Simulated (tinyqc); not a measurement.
RKS/LDA (VWN5) in the sto-6g basis, for HF, spin multiplicity 1, step by step. One step of it, computed by the program tinyqc.

Problem. Iteration 2: building the Kohn-Sham matrix. J_ij = sum D_kl (ij|kl); F = H + J + V_xc; E = tr D H + tr D J / 2 + E_xc + E_nn.

D after iteration 1, order 1F 1s, 1F 2s, 1F 2px, 1F 2py, 1F 2pz, 2H 1s:
```
[[2.115454, -0.499594, 0.000000, 0.000000, -0.025723, 0.057616],
 [-0.499594, 2.166912, 0.000000, 0.000000, 0.098373, -0.348437],
 [0.000000, 0.000000, 2.000000, 0.000000, 0.000000, 0.000000],
 [0.000000, 0.000000, 0.000000, 2.000000, 0.000000, 0.000000],
 [-0.025723, 0.098373, 0.000000, 0.000000, 0.028508, 0.198757],
 [0.057616, -0.348437, 0.000000, 0.000000, 0.198757, 1.971117]]
```

core Hamiltonian H = T + V (hartree), order 1F 1s, 1F 2s, 1F 2px, 1F 2py, 1F 2pz, 2H 1s:
```
[[-40.768121, -9.088892, 0.000000, 0.000000, -0.005639, -0.469158],
 [-9.088892, -10.736512, 0.000000, 0.000000, -0.066704, -1.223915],
 [0.000000, 0.000000, -8.557659, 0.000000, 0.000000, 0.000000],
 [0.000000, 0.000000, 0.000000, -8.557659, 0.000000, 0.000000],
 [-0.005639, -0.066704, 0.000000, 0.000000, -8.585605, -0.929592],
 [-0.469158, -1.223915, 0.000000, 0.000000, -0.929592, -3.551219]]
```

Two-electron integrals (ij|kl) in chemists' order, unique and non-zero (hartree):
```
(11|11) 5.406240   (21|11) 0.768129   (21|21) 0.138909   (22|11) 1.266271
(22|21) 0.283987   (22|22) 0.926367   (31|31) 0.029452   (32|31) 0.044681
(32|32) 0.204753   (33|11) 1.266273   (33|21) 0.283987   (33|22) 0.926366
(33|33) 0.998085   (41|41) 0.029452   (42|41) 0.044681   (42|42) 0.204753
(43|43) 0.053789   (44|11) 1.266273   (44|21) 0.283987   (44|22) 0.926366
(44|33) 0.890506   (44|44) 0.998085   (51|51) 0.029452   (52|51) 0.044681
(52|52) 0.204753   (53|53) 0.053789   (54|54) 0.053789   (55|11) 1.266273
(55|21) 0.283987   (55|22) 0.926366   (55|33) 0.890506   (55|44) 0.890506
(55|55) 0.998085   (61|11) 0.041810   (61|21) 0.007258   (61|22) 0.014550
(61|33) 0.014527   (61|44) 0.014527   (61|51) 0.000315   (61|52) 0.000621
(61|55) 0.014596   (61|61) 0.000385   (62|11) 0.124480   (62|21) 0.028426
(62|22) 0.105856   (62|33) 0.104340   (62|44) 0.104340   (62|51) 0.002058
(62|52) 0.016529   (62|55) 0.108886   (62|61) 0.001490   (62|62) 0.016219
(63|31) 0.002899   (63|32) 0.017448   (63|53) 0.003343   (63|63) 0.002180
(64|41) 0.002899   (64|42) 0.017448   (64|54) 0.003343   (64|64) 0.002180
(65|11) 0.093719   (65|21) 0.021670   (65|22) 0.086080   (65|33) 0.082776
(65|44) 0.082776   (65|51) 0.004171   (65|52) 0.029306   (65|55) 0.092689
(65|61) 0.001176   (65|62) 0.016169   (65|65) 0.018061   (66|11) 0.342204
(66|21) 0.079527   (66|22) 0.340491   (66|33) 0.332467   (66|44) 0.332467
(66|51) 0.005481   (66|52) 0.063170   (66|55) 0.356537   (66|61) 0.004171
(66|62) 0.074228   (66|65) 0.085080   (66|66) 0.774999
```

nuclear repulsion = 3.09058722 hartree

V_xc (hartree), order 1F 1s, 1F 2s, 1F 2px, 1F 2py, 1F 2pz, 2H 1s:
```
[[-3.286908, -0.420678, 0.000000, 0.000000, -0.001662, -0.023529],
 [-0.420678, -0.859431, 0.000000, 0.000000, -0.014926, -0.091440],
 [0.000000, 0.000000, -0.893897, 0.000000, 0.000000, 0.000000],
 [0.000000, 0.000000, 0.000000, -0.893897, 0.000000, 0.000000],
 [-0.001662, -0.014926, 0.000000, 0.000000, -0.790034, -0.073902],
 [-0.023529, -0.091440, 0.000000, 0.000000, -0.073902, -0.507496]]
```

E_xc = sum of w rho eps_xc = -9.83605649 hartree

Give: Coulomb J; Kohn-Sham matrix F; total energy of this density.

Solution.

Coulomb J (hartree), order 1F 1s, 1F 2s, 1F 2px, 1F 2py, 1F 2pz, 2H 1s:
```
[[19.144, 3.392, 0.000, 0.000, 0.018, 0.179],
 [3.392, 8.767, 0.000, 0.000, 0.163, 1.030],
 [0.000, 0.000, 8.822, 0.000, 0.000, 0.000],
 [0.000, 0.000, 0.000, 8.822, 0.000, 0.000],
 [0.018, 0.163, 0.000, 0.000, 8.658, 0.866],
 [0.179, 1.030, 0.000, 0.000, 0.866, 4.245]]
```

Kohn-Sham matrix F (hartree), order 1F 1s, 1F 2s, 1F 2px, 1F 2py, 1F 2pz, 2H 1s:
```
[[-24.911, -6.118, 0.000, 0.000, 0.011, -0.314],
 [-6.118, -2.828, 0.000, 0.000, 0.081, -0.286],
 [0.000, 0.000, -0.629, 0.000, 0.000, 0.000],
 [0.000, 0.000, 0.000, -0.629, 0.000, 0.000],
 [0.011, 0.081, 0.000, 0.000, -0.717, -0.137],
 [-0.314, -0.286, 0.000, 0.000, -0.137, 0.186]]
```

total energy of this density = -98.38684 hartree
